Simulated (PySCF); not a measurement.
These are PBE-D3(BJ)/def2-TZVP // PBE-D3(BJ)/def2-SVP in PySCF values and carry that method's errors. Gas-phase values, no solvent. 

Reference species (SMILES): `[NH2]` (neutral, multiplicity 2).

The highest occupied spin orbital comes out as -7.20 eV.

Changed species: `C[O]` (free radical OCH3; the reference has free radical NH2).

### Question
Give the shifts of the highest occupied spin orbital.

### Answer
the highest occupied spin orbital increases by 1.23 eV, to -5.97 eV.
